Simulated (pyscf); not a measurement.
Structures and frequencies: ωB97X-D3(BJ)/def2-SVP in PySCF. Correlated levels are frozen-core, on RHF or UHF. ΔMP2 is the change of the MP2 total energy from the triple- to the quadruple-zeta basis.

Question: What is the homolytic dissociation enthalpy (298 K, CCSD(T)/def2-TZVPP + ΔMP2(QZVPP)) of the N–Zn bond of H₂N–Zn–NH₂ (SMILES [NH2][Zn][NH2]), to NH₂• + [H₂N–Zn]•?

Answer: N–Zn to NH₂• + [H₂N–Zn]•: 3.81 eV. The radicals are drawn with the spin at the cut bond; how far it spreads was not checked. Other isomers of [H₂N–Zn]• were not searched in full and may lie lower. The CCSD(T) − MP2 part came from Ansatz, without density fitting, on the same reference. The frozen core leaves the outer d or s,p core shells of the metals and heavy elements correlated in the MP2 and CC values, and def2-TZVPP describes them poorly, which can shift differences by a few kcal/mol. Elements up to Kr have no core potential and no relativistic terms here.
